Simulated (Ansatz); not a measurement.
Reaction (SMILES): CC(N)=O → O=C(C)[NH-] + H+
B3LYP-D3(BJ)/def2-TZVP geometries, fixed; electronic energies without zero-point terms.

Basis-set convergence of the deprotonation energy at CCSD(T) with Ansatz (a program for electronic structure). Cartesian d functions, on some or all atoms, in 6-31G*, 6-31+G*; all else is spherical. Cores are frozen. Species with rotatable bonds are taken in one conformer. The proton leaves the site shown, which need not be the most acidic. No added dispersion term, no relativity. Functions are those of the species that has most. Reference: Hartree-Fock in aug-cc-pVQZ plus the correlation part extrapolated as X^-3 from aug-cc-pVTZ and aug-cc-pVQZ, 369.35 kcal/mol, itself unsure by roughly 0.11 kcal/mol (a third of the extrapolation step and of the last Hartree-Fock step). Deviations are taken from unrounded values.

```csv
basis,functions,deprotonation energy (kcal/mol)
6-31G*,70,380.96
6-31+G*,86,365.37
cc-pVDZ,81,384.52
aug-cc-pVDZ,137,367.16
def2-SVP,81,386.02
def2-SVPD,123,371.23
pcseg-1,81,377.30
aug-pcseg-1,137,367.63
6-311G**,102,382.01
6-311+G**,118,370.85
def2-TZVP,154,372.13
def2-TZVPD,196,368.53
cc-pVTZ,190,376.75
aug-cc-pVTZ,299,369.09
pcseg-2,190,372.69
aug-pcseg-2,299,369.96
def2-TZVPP,194,373.88
def2-TZVPPD,236,370.23
cc-pVQZ,370,372.73
aug-cc-pVQZ,550,369.37
def2-QZVPP,378,371.18
def2-QZVPPD,420,370.02
pcseg-3,405,370.43
aug-pcseg-3,585,370.01
```

What the diffuse functions change, pair by pair:
- 6-31G* to 6-31+G*: 16 more functions, deviation 11.60 to -3.99 kcal/mol
- cc-pVDZ to aug-cc-pVDZ: 56 more functions, deviation 15.16 to -2.19 kcal/mol
- def2-SVP to def2-SVPD: 42 more functions, deviation 16.66 to 1.87 kcal/mol
- pcseg-1 to aug-pcseg-1: 56 more functions, deviation 7.95 to -1.72 kcal/mol
- 6-311G** to 6-311+G**: 16 more functions, deviation 12.66 to 1.49 kcal/mol
- def2-TZVP to def2-TZVPD: 42 more functions, deviation 2.78 to -0.83 kcal/mol
- cc-pVTZ to aug-cc-pVTZ: 109 more functions, deviation 7.39 to -0.26 kcal/mol
- pcseg-2 to aug-pcseg-2: 109 more functions, deviation 3.33 to 0.61 kcal/mol
- def2-TZVPP to def2-TZVPPD: 42 more functions, deviation 4.53 to 0.88 kcal/mol
- cc-pVQZ to aug-cc-pVQZ: 180 more functions, deviation 3.37 to 0.02 kcal/mol
- def2-QZVPP to def2-QZVPPD: 42 more functions, deviation 1.83 to 0.67 kcal/mol
- pcseg-3 to aug-pcseg-3: 180 more functions, deviation 1.07 to 0.65 kcal/mol

Leaving out the reference's own pair, they bring the value nearer the reference by more than 0.11 kcal/mol in 11 of 11 pairs.
